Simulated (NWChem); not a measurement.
All runs are NWChem calculations. System: C2H3O, charge 0, spin multiplicity 2, at a geometry optimised with UB3LYP/def2-SVP. The structure started from a generated list of species. Its SCF solution wasn't tested for a lower state. Level: UCCSD(T)/6-311G** (spherical d), 3 core orbitals frozen.

The NWChem input:

```
start mol
memory heap 100 mb stack 700 mb global 1900 mb
geometry units angstroms nocenter noautoz
  C     -0.076194    -1.169360     0.000000
  C      0.425007     0.253601     0.000000
  O     -0.195949     1.260015     0.000000
  H      0.326847    -1.687263     0.884253
  H      0.326847    -1.687263    -0.884253
  H     -1.178980    -1.211044     0.000000
  symmetry group Cs
end
basis spherical
  * library 6-311g**
end
scf
  uhf
  nopen 1
  maxiter 100
  thresh 1e-7
  semidirect memsize 60000000 filesize 0
  # guess.movecs holds the orbitals of an unrestricted PBE0 run
  vectors input guess.movecs output mol.movecs
end
tce
  freeze core 3
  ccsd(t)
  thresh 1e-6
  maxiter 100
  tilesize 24
end
task tce energy
```

Part of the output:

```
             Northwest Computational Chemistry Package (NWChem) 7.3.0
             --------------------------------------------------------

                                NWChem Input Module
                                -------------------

 Scaling coordinates for geometry "geometry" by  1.889725989
 (inverse scale =  0.529177249)

 Turning off AUTOSYM since
 SYMMETRY directive was detected!

                             Geometry "geometry" -> ""
                             -------------------------

 Output coordinates in angstroms (scale by  1.889725989 to convert to a.u.)

  No.       Tag          Charge          X              Y              Z
 ---- ---------------- ---------- -------------- -------------- --------------
    1 C                    6.0000    -0.07619400    -1.16936000     0.00000000
    2 C                    6.0000     0.42500700     0.25360100     0.00000000
    3 O                    8.0000    -0.19594900     1.26001500     0.00000000
    4 H                    1.0000     0.32684700    -1.68726300     0.88425300
    5 H                    1.0000     0.32684700    -1.68726300    -0.88425300
    6 H                    1.0000    -1.17898000    -1.21104400     0.00000000

 Effective nuclear repulsion energy (a.u.)      62.8178256776

            Nuclear Dipole moment (a.u.)
            ----------------------------
        X                 Y               Z
 ---------------- ---------------- ----------------
     0.0000000000    -0.0000075589     0.0000000000

      Symmetry information
      --------------------

 Group name             Cs
 Group number              2
 Group order               2
 No. of unique centers     5

      Symmetry unique atoms

     1    2    3    4    6


 Summary of "ao basis" -> "" (spherical)
 ------------------------------------------------------------------------------
       Tag                 Description            Shells   Functions and Types
 ---------------- ------------------------------  ------  ---------------------
 *                          6-311g**                  on all atoms

 Summary of "ao basis" -> "ao basis" (spherical)
 ------------------------------------------------------------------------------
       Tag                 Description            Shells   Functions and Types
 ---------------- ------------------------------  ------  ---------------------
 C                          6-311g**                 8       18   4s3p1d
 O                          6-311g**                 8       18   4s3p1d
 H                          6-311g**                 4        6   3s1p

                                 NWChem SCF Module
                                 -----------------

  ao basis        = "ao basis"
  functions       =    72
  atoms           =     6
  alpha electrons =    12
  beta  electrons =    11
  charge          =   0.00
  wavefunction    = UHF
  use symmetry    = T
  symmetry adapt  = T

 Summary of "ao basis" -> "ao basis" (spherical)
 ------------------------------------------------------------------------------
       Tag                 Description            Shells   Functions and Types
 ---------------- ------------------------------  ------  ---------------------
 C                          6-311g**                 8       18   4s3p1d
 O                          6-311g**                 8       18   4s3p1d
 H                          6-311g**                 4        6   3s1p

      Symmetry analysis of basis
      --------------------------

        a'         50
        a"         22

 Forming initial guess at       0.0s

   Symmetry analysis of molecular orbitals - initial alpha
   -------------------------------------------------------

  Numbering of irreducible representations:

     1 a'          2 a"

  Orbital symmetries:

     1 a'          2 a'          3 a'          4 a'          5 a'
     6 a'          7 a'          8 a'          9 a"         10 a"
    11 a'         12 a'         13 a"         14 a'         15 a'
    16 a"         17 a'         18 a'         19 a"         20 a'
    21 a'         22 a"

   Symmetry analysis of molecular orbitals - initial beta
   ------------------------------------------------------

  Numbering of irreducible representations:

     1 a'          2 a"

  Orbital symmetries:

     1 a'          2 a'          3 a'          4 a'          5 a'
     6 a'          7 a"          8 a'          9 a'         10 a"
    11 a'         12 a'         13 a"         14 a'         15 a"
    16 a'         17 a'         18 a'         19 a"         20 a'
    21 a'         22 a"

 Starting SCF solution at       0.0s

 ----------------------------------------------
         Quadratically convergent UHF

 Convergence threshold     :          1.000E-07
 Maximum no. of iterations :          100
 Integral*density screening:          1.000E-09
 ----------------------------------------------

              iter       energy          gnorm     gmax       time
             ----- ------------------- --------- --------- --------
                 1     -152.3200542881  5.19D-01  1.04D-01      0.3
                 2     -152.3355469047  1.03D-01  2.02D-02      0.4
                 3     -152.3372901341  7.08D-03  2.97D-03      0.5
                 4     -152.3373744719  4.35D-04  1.07D-04      0.7
                 5     -152.3373745527  3.40D-07  1.19D-07      1.0
                 6     -152.3373745527  8.87D-09  3.01D-09      1.2

       Final UHF  results
       ------------------

         Total SCF energy =   -152.337374552658
      One electron energy =   -331.298524412995
      Two electron energy =    116.143324182703
[...]
              MO Center=  2.2D-01, -4.2D-01, -2.3D-13, r^2= 4.1D+00
   Bfn.  Coefficient  Atom+Function         Bfn.  Coefficient  Atom+Function
  ----- ------------  ---------------      ----- ------------  ---------------
    10      1.143401  1 C  s                 69     -0.742416  6 H  s
    28     -0.501820  2 C  s                 57     -0.457159  4 H  s
    63     -0.457159  5 H  s                 29     -0.365752  2 C  px
    47      0.288917  3 O  px                25     -0.158000  2 C  px

 Vector   13  Occ=0.000000D+00  E= 1.695977D-01  Symmetry=a"
              MO Center=  3.0D-01, -1.1D-01,  8.1D-15, r^2= 3.0D+00
   Bfn.  Coefficient  Atom+Function         Bfn.  Coefficient  Atom+Function
  ----- ------------  ---------------      ----- ------------  ---------------
    57     -0.685482  4 H  s                 63      0.685482  5 H  s
    31      0.664567  2 C  pz                49     -0.448443  3 O  pz
    13      0.382109  1 C  pz                27      0.281252  2 C  pz
    45     -0.206326  3 O  pz                23      0.183916  2 C  pz
    41     -0.151372  3 O  pz

 Vector   14  Occ=0.000000D+00  E= 1.742366D-01  Symmetry=a'
              MO Center=  4.5D-01, -1.3D+00, -9.8D-13, r^2= 4.7D+00
   Bfn.  Coefficient  Atom+Function         Bfn.  Coefficient  Atom+Function
  ----- ------------  ---------------      ----- ------------  ---------------
    10      1.309776  1 C  s                 57     -1.175256  4 H  s
    63     -1.175256  5 H  s                 12     -0.657464  1 C  py
    28      0.516387  2 C  s                 29      0.275477  2 C  px
    11      0.230455  1 C  px                47     -0.206886  3 O  px

 center of mass
 --------------
 x =   0.02293819 y =   0.19957813 z =   0.00000000

 moments of inertia (a.u.)
 ------------------
         181.721850557567           4.693521790190           0.000000000000
           4.693521790190          21.559529345910           0.000000000000
           0.000000000000           0.000000000000         192.025074340263

  Mulliken analysis of the total density
  --------------------------------------

    Atom       Charge   Shell Charges
 -----------   ------   -------------------------------------------------------
    1 C    6     6.27   1.10  0.89  0.59  0.72  1.58  0.47  0.87  0.05
    2 C    6     5.78   1.10  0.89  0.54  0.82  1.30  0.50  0.49  0.13
    3 O    8     8.33   1.08  0.91  0.92  1.01  2.04  0.84  1.51  0.02
    4 H    1     0.87   0.26  0.51  0.08  0.03
    5 H    1     0.87   0.26  0.51  0.08  0.03
    6 H    1     0.87   0.26  0.50  0.09  0.02

  Mulliken analysis of the alpha density
  --------------------------------------

    Atom       Charge   Shell Charges
 -----------   ------   -------------------------------------------------------
    1 C    6     3.17   0.55  0.45  0.31  0.37  0.82  0.22  0.43  0.03
    2 C    6     3.26   0.55  0.44  0.33  0.45  0.79  0.32  0.31  0.07
    3 O    8     4.24   0.54  0.46  0.49  0.51  1.07  0.42  0.74  0.01
    4 H    1     0.43   0.13  0.25  0.04  0.01
    5 H    1     0.43   0.13  0.25  0.04  0.01
    6 H    1     0.46   0.13  0.26  0.05  0.01

   Mulliken analysis of the beta density
   -------------------------------------

    Atom       Charge   Shell Charges
 -----------   ------   -------------------------------------------------------
    1 C    6     3.10   0.55  0.45  0.28  0.35  0.76  0.24  0.44  0.03
    2 C    6     2.52   0.55  0.45  0.21  0.37  0.51  0.18  0.19  0.07
    3 O    8     4.09   0.54  0.46  0.43  0.50  0.97  0.42  0.76  0.01
    4 H    1     0.44   0.13  0.26  0.04  0.01
    5 H    1     0.44   0.13  0.26  0.04  0.01
    6 H    1     0.41   0.13  0.24  0.03  0.01

   Mulliken analysis of the spin density
   -------------------------------------

    Atom       Charge   Shell Charges
 -----------   ------   -------------------------------------------------------
    1 C    6     0.07   0.00 -0.00  0.03  0.02  0.06 -0.02 -0.02  0.00
    2 C    6     0.74   0.00 -0.00  0.12  0.08  0.28  0.14  0.12  0.00
    3 O    8     0.15  -0.00 -0.00  0.06  0.01  0.10 -0.00 -0.02 -0.00
    4 H    1    -0.01  -0.00 -0.01  0.00  0.00
    5 H    1    -0.01  -0.00 -0.01  0.00  0.00
    6 H    1     0.05   0.01  0.02  0.02 -0.00

       Multipole analysis of the density wrt the origin
       ------------------------------------------------

     L   x y z        total         alpha         beta         nuclear
     -   - - -        -----         -----         ----         -------
     0   0 0 0     -0.000000    -12.000000    -11.000000     23.000000

     1   1 0 0      0.088140     -0.470446      0.558586      0.000000
     1   0 1 0     -1.153641     -0.815570     -0.338064     -0.000008
     1   0 0 1      0.000000      0.000000      0.000000      0.000000

     2   2 0 0    -13.664341    -13.910614    -10.572047     10.818320
     2   1 1 0      0.223693      0.542933      1.355818     -1.675058
     2   1 0 1      0.000000      0.000000     -0.000000      0.000000
     2   0 2 0    -14.730967    -59.260134    -57.073828    101.602995
     2   0 1 1     -0.000000     -0.000000     -0.000000      0.000000
     2   0 0 2    -12.642981     -9.419490     -8.807946      5.584454

                   NWChem Extensible Many-Electron Theory Module
                   ---------------------------------------------


            General Information
            -------------------
      Number of processors :     1
         Wavefunction type : Unrestricted Hartree-Fock
          No. of electrons :    23
           Alpha electrons :    12
            Beta electrons :    11
           No. of orbitals :   144
            Alpha orbitals :    72
             Beta orbitals :    72
        Alpha frozen cores :     3
         Beta frozen cores :     3
     Alpha frozen virtuals :     0
      Beta frozen virtuals :     0
         Spin multiplicity : doublet
    Number of AO functions :    72
       Number of AO shells :    36
        Use of symmetry is : on
      Symmetry adaption is : on
         Schwarz screening : 0.10D-09

          Correlation Information
          -----------------------
          Calculation type : Coupled-cluster singles & doubles w/ perturbation
   Perturbative correction : (T)
            Max iterations :      100
        Residual threshold : 0.10D-05
     T(0) DIIS level shift : 0.00D+00
     L(0) DIIS level shift : 0.00D+00
     T(1) DIIS level shift : 0.00D+00
     L(1) DIIS level shift : 0.00D+00
     T(R) DIIS level shift : 0.00D+00
     T(I) DIIS level shift : 0.00D+00
   CC-T/L Amplitude update :  5-th order DIIS
                I/O scheme : Global Array Library
        L-threshold :  0.10D-05
        EOM-threshold :  0.10D-05
 no EOMCCSD initial starts read in
 TCE RESTART OPTIONS
 SLICE:      F
 D4D5:       F
 quantumc:   F
 qrotation:  F
 pwtce:      F
 qducc:      F
 nacto:                         0
 nrotv:                         0
 nrot:                          0

            Memory Information
            ------------------
          Available GA space size is     249026432 doubles
          Available MA space size is     104854356 doubles

 Maximum block size supplied by input
 Maximum block size        24 doubles

 tile_dim =     21

 -------------------------------------------------
   1    alpha     a'     7 doubles       0       1
   2    alpha     a"     2 doubles       7       2
   3    beta      a'     6 doubles       9       3
   4    beta      a"     2 doubles      15       4
   5    alpha     a'    20 doubles      17       5
   6    alpha     a'    20 doubles      37       6
   7    alpha     a"    20 doubles      57       7
   8    beta      a'    20 doubles      77       8
   9    beta      a'    21 doubles      97       9
  10    beta      a"    20 doubles     118      10

 Global array virtual files algorithm will be used

 Parallel file system coherency ......... OK


 half-transformed integrals in memory

 2-e (intermediate) file size =        55930176
 2-e (intermediate) file name = ./mol.v2i

 2-e integrals stored in memory



CCSD iterations
 ---------------------------------------------------------
 Iter          Residuum       Correlation     Cpu    Wall
 ---------------------------------------------------------
    1   0.1955112560039  -0.4611386282846     0.3     0.3
    2   0.0510931442367  -0.4698942434760     0.3     0.3
    3   0.0195471782882  -0.4804307771222     0.3     0.3
    4   0.0097304108233  -0.4815350622642     0.3     0.3
    5   0.0048708323379  -0.4827397458551     0.3     0.3
    6   0.0023094368823  -0.4833466537815     0.3     0.3
    7   0.0015098754693  -0.4833668743758     0.2     0.2
    8   0.0009435461720  -0.4834094591214     0.3     0.3
    9   0.0006932700100  -0.4834093348974     0.3     0.3
   10   0.0004743648039  -0.4834298845963     0.3     0.3
   11   0.0000726167723  -0.4834617547288     0.3     0.3
   12   0.0000370160453  -0.4834616940424     0.3     0.3
   13   0.0000224699824  -0.4834620031946     0.3     0.3
   14   0.0000140720275  -0.4834616771928     0.3     0.3
   15   0.0000092516847  -0.4834615027155     0.3     0.3
   16   0.0000025894655  -0.4834610030630     0.3     0.3
   17   0.0000015732085  -0.4834612376285     0.3     0.3
   18   0.0000010206437  -0.4834612639270     0.3     0.3
   19   0.0000007184177  -0.4834612867396     0.3     0.3
 -----------------------------------------------------------------
 Iterations converged
 CCSD correlation energy / hartree =        -0.483461286739556
 CCSD total energy / hartree       =      -152.820835839397773

 Singles contributions

 Doubles contributions
 CCSD(T)
 Using plain CCSD(T) code
             total no. of tasks          148
 total no. of tasks / no. procs          148
                         wl_min        64000           6.3
                         wl_max      2744000          11.8
        thresh for no. of tasks          148

 CCSD[T]  correction energy / hartree =        -0.020505437928966
 CCSD[T] correlation energy / hartree =        -0.503966724668522
 CCSD[T] total energy / hartree       =      -152.841341277326734
 CCSD(T)  correction energy / hartree =        -0.018581395520445
 CCSD(T) correlation energy / hartree =        -0.502042682260001
 CCSD(T) total energy / hartree       =      -152.839417234918216

 Task  times  cpu:       34.2s     wall:       34.2s

 Total times  cpu:       34.3s     wall:       34.3s
```
